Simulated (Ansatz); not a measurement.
Two shapes of singlet CHO₂(-).

Shape 1:

```xyz
4

C     0.0000    0.0000   -0.3053
O     0.0000    1.1320    0.2066
O     0.0000   -1.1320    0.2066
H     0.0000    0.0000   -1.4730
```

Shape 2:

```xyz
4

C    -0.0485   -0.0118   -0.3019
O     0.0361    1.1136    0.2359
O     0.0049   -1.0865    0.1864
H     0.0234    0.0141   -1.4312
```

Basis set: cc-pVDZ (spherical functions). Left uncorrelated: 3 orbitals. Charge -1, multiplicity 1.

Computed with Ansatz (development build ahead of 0.2.0); each method stands on the lowest determinant of its kind that the runs found.

Problem. Which shape is lower in energy, and by how much in each method?

Solution.

```tsv
method	E(2) − E(1) (eV)
RHF	0.153
RHF-MP2	0.300
```

Shape 1 is lower. Caution: no diffuse functions for an anion.
